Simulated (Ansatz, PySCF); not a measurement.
# Rock-salt LiF: smallest direct gap on the k points sampled by level of theory

No measured value is used here.

```json
[
 {"level (code)": "LDA (Ansatz)", "value (eV)": "?"},
 {"level (code)": "PBE (Ansatz)", "value (eV)": "9.10"},
 {"level (code)": "HSE06 (Ansatz)", "value (eV)": "11.41"},
 {"level (code)": "Hartree–Fock (Ansatz)", "value (eV)": "21.86"},
 {"level (code)": "G0W0@PBE0 (PySCF)", "value (eV)": "14.57 ± 0.1"}
]
```

Q: Fill in the missing entries.

A: 
- LDA (Ansatz, an electronic-structure program), value (eV): 8.85

Computed values are for a static lattice.  A ± on a computed value is a rough bar: the spread of its extrapolation, a floor set from checks against published values, or a statistical error. Values are at the measured cell. Cutoffs and k meshes differ between the levels. Ansatz's density-functional and Hartree–Fock values are scalar-relativistic unless marked +SOC, with PAW data made under PBE.
